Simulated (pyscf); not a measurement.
Routes from HO–AsH–O–SiH₃ (SMILES O[AsH]O[SiH3]) + H₂ (SMILES [H][H])

Candidate steps break at most two bonds and form at most two. Each was searched with GFN2-xTB (tblite) first. Structures and frequencies: ωB97X-D3(BJ)/def2-SVP in PySCF. Energies: ωB97M-D3(BJ)/def2-TZVP, kJ/mol, from the separated reactants, singlet surface; ΔG‡ with ideal gas, 1 atm, RRHO with modes under 100 cm⁻¹ raised to 100, one conformer, R ln 2 for chiral ones without a mode under 150 cm⁻¹.

```
products                           type    ΔE‡     ΔE  ΔG‡ 298 K  ΔG‡ 900 K  ν‡ (cm⁻¹)
-----------------  --------------------  -----  -----  ---------  ---------  ---------
H₃Si–O–AsH₂ + H₂O  four-centre exchange  194.6   -2.5      231.7      309.9      1280i
HO–AsH–OH + SiH₄   four-centre exchange  216.3  +71.8      253.9      329.6      1236i
```

Plain bond fissions and candidates not yet searched are not listed, and one of them may be faster. Each barrier is that of the saddle found; lower ones may exist. Elements up to Kr have no core potential and no relativistic terms here.
